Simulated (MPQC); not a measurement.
**AlHSCl (SMILES [SH][Al][Cl]): levels of theory compared**

Aim: a comparison of 4 runs (UHF/STO-3G, UHF/def2-SVP, UBP86/def2-SVP, UPBE0/def2-SVP) of AlHSCl. 

The results are computed with MPQC 2.3.1.

## 1. The system as given

AlHSCl: 4 atoms, total charge 0, spin state doublet. As SMILES, `[SH][Al][Cl]`. Geometry: relaxed at PBE0-D4/def2-TZVP.

Bond lengths: S1–Al2 2.193 Å, Al2–Cl3 2.107 Å, S1–H4 1.345 Å. Angles: S1–Al2–Cl3 115.5°, Al2–S1–H4 92.8°.

## 2. Energy and gradient at UHF/STO-3G (run 1)

Contents of job.in:

```
% AlClHS
molecule<Molecule>: (
  symmetry = c1
  unit = angstrom
  { atoms geometry } = {
    S  [ 0.439800 0.984900 -0.744700 ]
    Al [ -0.394100 -0.525900 0.609100 ]
    Cl [ 0.226200 -2.507400 0.251000 ]
    H  [ -0.216400 1.988100 -0.135600 ]
  }
)
basis<GaussianBasisSet>: (
  name = "STO-3G"
  molecule = $:molecule
  basisdir = "."
  puream = yes
)
mpqc: (
  checkpoint = no
  savestate = no
  restart = no
  do_energy = yes
  do_gradient = yes
  optimize = no
  mole<UHF>: (
    molecule = $:molecule
    basis = $:basis
    total_charge = 0
    multiplicity = 2
    memory = 1000000000
    print_evals = yes
    print_npa = yes
    maxiter = 120
    value_accuracy = 1e-08
    guess_wavefunction<ExtendedHuckelWfn>: (
      molecule = $:molecule
      total_charge = 0
      multiplicity = 2
      basis<GaussianBasisSet>: (
        name = "STO-3G"
        molecule = $:molecule
      )
    )
  )
)
```

The basis set STO-3G is read from a file made from the Basis Set Exchange's data (not shown).

Command:

```bash
$ mpqc job.in > job.out
```

The log of the run:

```text
MPQC: Massively Parallel Quantum Chemistry
[...]
  USCF::init: total charge = 0
[...]
  iter     1 energy = -1054.7365410464 delta = 5.49454e-01
[...]
  <S^2>      = 0.758747
  total scf energy = -1087.4321591095
[...]
Value of the MolecularEnergy: -1087.4321591095
  Gradient of the MolecularEnergy:
      1    0.0157562964
      2    0.0128128616
      3   -0.0223140381
      4   -0.0077678340
      5   -0.0194651748
      6    0.0137326396
      7   -0.0017854079
      8   -0.0002685153
      9    0.0022834885
     10   -0.0062030545
     11    0.0069208285
     12    0.0062979099
[...]
      symmetry = c1
[...]
      nbasis = 28
[...]
    nalpha = 24
    nbeta = 23
[...]
```

Run time: 0.34 s. Hardware: 1 thread of Arm Neoverse V2, shared host.

## 3. Energy and forces at UHF/def2-SVP (run 2)

Contents of mol.in:

```
% AlClHS
molecule<Molecule>: (
  symmetry = c1
  unit = bohr
  { atoms geometry } = {
    S  [ 0.83110155     1.86119126    -1.40727905 ]
    Al [ -0.74474107    -0.99380697     1.15103218 ]
    Cl [ 0.42745605    -4.73829928     0.47432126 ]
    H  [ -0.40893673     3.75696451    -0.25624686 ]
  }
)
basis<GaussianBasisSet>: (
  name = "def2-SVP"
  molecule = $:molecule
  basisdir = "."
  puream = yes
)
mpqc: (
  checkpoint = no
  savestate = no
  restart = no
  do_energy = yes
  do_gradient = yes
  optimize = no
  mole<UHF>: (
    molecule = $:molecule
    basis = $:basis
    total_charge = 0
    multiplicity = 2
    memory = 1000000000
    print_evals = yes
    print_npa = yes
    maxiter = 120
    value_accuracy = 1e-08
    guess_wavefunction<UHF>: (
      molecule = $:molecule
      total_charge = 0
      multiplicity = 2
      memory = 1000000000
      value_accuracy = 1e-3
      basis<GaussianBasisSet>: (
        name = "MINI (Huzinaga)"
        molecule = $:molecule
      )
    )
  )
)
```

The basis set def2-SVP is read from a file made from the Basis Set Exchange's data (not shown).

Command:

```bash
$ mpqc mol.in > mol.out
```

The log of the run:

```text
MPQC: Massively Parallel Quantum Chemistry
[...]
  <S^2>      = 0.754622
  total scf energy = -1099.2762846663
[...]
Value of the MolecularEnergy: -1099.2762846663
  Gradient of the MolecularEnergy:
      1    0.0032266985
      2   -0.0042916986
      3   -0.0031339271
      4   -0.0000208475
      5   -0.0001668678
      6    0.0000542229
      7   -0.0004109633
      8    0.0032748043
      9   -0.0001664334
     10   -0.0027948877
     11    0.0011837621
     12    0.0032461376
[...]
      symmetry = c1
[...]
      nbasis = 59
[...]
    nalpha = 24
    nbeta = 23
[...]
```

Run time: 4.8 s. Hardware: 1 thread of Arm Neoverse V2, shared host.

Run 3 isn't shown in full; the table further down has it.

## 4. Energy and forces at UPBE0/def2-SVP (run 4)

Contents of mol.in:

```
% emacs should use -*- KeyVal -*- mode
molecule<Molecule>: (
    symmetry = c1
    unit = bohr
    { atoms geometry } = {
        S  [ 0.83110155     1.86119126    -1.40727905 ]
        Al [ -0.74474107    -0.99380697     1.15103218 ]
        Cl [ 0.42745605    -4.73829928     0.47432126 ]
        H  [ -0.40893673     3.75696451    -0.25624686 ]
    }
)
basis<GaussianBasisSet>: (
    name = "def2-SVP"
    molecule = $:molecule
    basisdir = "."
    puream = yes
)
mpqc: (
    checkpoint = no
    savestate = no
    restart = no
    do_energy = yes
    do_gradient = yes
    optimize = no
    mole<UKS>: (
        molecule = $:molecule
        basis = $:basis
        total_charge = 0
        multiplicity = 2
        memory = 1000000000
        print_evals = yes
        print_npa = yes
        maxiter = 120
        value_accuracy = 1e-08
        functional<SumDenFunctional>: (
            a0 = 0.25
            coefs = [ 0.75 1 ]
            funcs: [ <PBEXFunctional>: () <PBECFunctional>: () ]
        )
        integrator<RadialAngularIntegrator>: ( grid = xfine )
        guess_wavefunction<UHF>: (
            molecule = $:molecule
            total_charge = 0
            multiplicity = 2
            memory = 1000000000
            value_accuracy = 1e-3
            basis<GaussianBasisSet>: (
                name = "STO-3G"
                molecule = $:molecule
            )
        )
    )
)
```

The basis set def2-SVP is read from a file made from the Basis Set Exchange's data (not shown).

Command:

```bash
$ mpqc mol.in > mol.out
```

The log of the run:

```text
MPQC: Massively Parallel Quantum Chemistry
[...]
  Integrated electron density error = 0.000724417772
  iter     1 energy = -1100.1091178399 delta = 2.25432e-01
  Integrated electron density error = 0.000634641430
  iter     2 energy = -1100.5824211275 delta = 3.78815e-02
[...]
  Integrated electron density error = -0.000001398524
  iter    43 energy = -1100.7474246860 delta = 1.74304e-08
  Integrated electron density error = -0.000001398524
  iter    44 energy = -1100.7474246861 delta = 1.51136e-08
  Integrated electron density error = -0.000001398525
  iter    45 energy = -1100.7474246861 delta = 1.07480e-08
[...]
  <S^2>      = 0.752425
  total scf energy = -1100.7474246861
[...]
  Integrated electron density error = -0.000001399754
  Total Gradient:
[...]
Value of the MolecularEnergy: -1100.7474246861
  Gradient of the MolecularEnergy:
      1   -0.0021312467
      2    0.0014684156
      3    0.0023444659
      4    0.0008736401
      5   -0.0008652599
      6   -0.0009006158
      7   -0.0005396003
      8    0.0027863031
      9    0.0000826872
     10    0.0017972069
     11   -0.0033894588
     12   -0.0015265372
[...]
        symmetry = c1
[...]
        nbasis = 59
[...]
      nalpha = 24
      nbeta = 23
[...]
```

Run time: 46 s. Hardware: 1 thread of Arm Neoverse V2, shared host; peak memory 0.38 GiB.

## 5. All runs side by side

```
run           level   starting guess  integration grid   energy (Eh)   ⟨S²⟩  largest force (eV/Å)  wall time
  1      UHF/STO-3G    huckel STO-3G                 –  -1087.432159  0.759                 1.552     0.34 s
  2    UHF/def2-SVP  MINI (Huzinaga)                 –  -1099.276285  0.755                 0.320      4.8 s
  3  UBP86/def2-SVP           STO-3G             xfine  -1101.253994  0.752                 0.582       50 s
  4  UPBE0/def2-SVP           STO-3G             xfine  -1100.747425  0.752                 0.212       46 s
```

## 6. Outcome

| quantity | value |
| --- | --- |
| run 4: total energy | -1100.74742 Eh |
| run 4: ⟨S²⟩ | 0.752 |
| run 4: largest force on an atom | 0.212 eV/Å |

**Reading.** Totals of different functionals can't be ranked against each other. In run 1 the basis is minimal, so the values are rough. All runs together took 1.7 min, the longest 50 s.
